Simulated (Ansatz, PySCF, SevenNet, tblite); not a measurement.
# How well does each level of theory give the cohesive energy of zinc-blende BP?

Reference value: 5.14 eV/atom (measured, static lattice: zero-point vibration energy added, our sources range from 5.14 to 5.20; as tabulated in Mejia-Rodriguez and Trickey (2018), arXiv:1807.09216).

```
level (code)                   value (eV/atom)  cell (Å³/atom)
-----------------------------  ---------------  --------------
GFN2-xTB (tblite)                         6.18           11.90
SevenNet-l3i5                             5.00           11.74
LDA (Ansatz)                                 …           11.32
PBE (Ansatz)                              5.29           11.76
B3LYP (VWN-RPA form) (Ansatz)             4.81           11.86
MP2 (PySCF)                                  …           11.29
CCSD(T) (PySCF)                     5.38 ± 0.2           11.50
```

Task: What belongs in the gaps?

Result: 
- LDA (Ansatz, a quantum-chemistry and plane-wave program), value (eV/atom): 6.23
- MP2 (PySCF), value (eV/atom): 5.78 ± 0.2

Errors against the reference: GFN2-xTB +1.04 eV/atom, SevenNet-l3i5 -0.14 eV/atom, LDA +1.09 eV/atom, PBE +0.15 eV/atom, B3LYP (VWN-RPA form) -0.33 eV/atom, MP2 +0.64 eV/atom, CCSD(T) +0.24 eV/atom.

Leaving aside GFN2-xTB (doubt noted below), SevenNet-l3i5 (doubt noted below): Closest of the ranked levels: PBE (+0.15 eV/atom). Among them LDA (+1.09 eV/atom) misses by most. Within 0.5 eV/atom: PBE, B3LYP (VWN-RPA form), CCSD(T).

Free atoms are spin-polarised, in the lowest state found; at levels without +SOC their spin–orbit coupling is left out.  A ± on a computed value is a rough bar: the spread of its extrapolation, a floor set from checks against published values, or a statistical error. GFN2-xTB: the free atoms are run in the same model without spin. GFN2-xTB: the method was fitted mainly to molecules. GFN2-xTB: the run uses a supercell at the zone centre in place of a k mesh. SevenNet-l3i5: free atoms can lie outside what these potentials were trained on. Each level is taken at its own relaxed cell. Cutoffs and k meshes differ between the levels. Ansatz's density-functional and Hartree–Fock values are scalar-relativistic unless marked +SOC, with PAW data made under PBE.

Machine-learned potentials (SevenNet-l3i5) are trained on DFT data: a solid inside that data is no test of them.

Differences are worked out from the printed values.
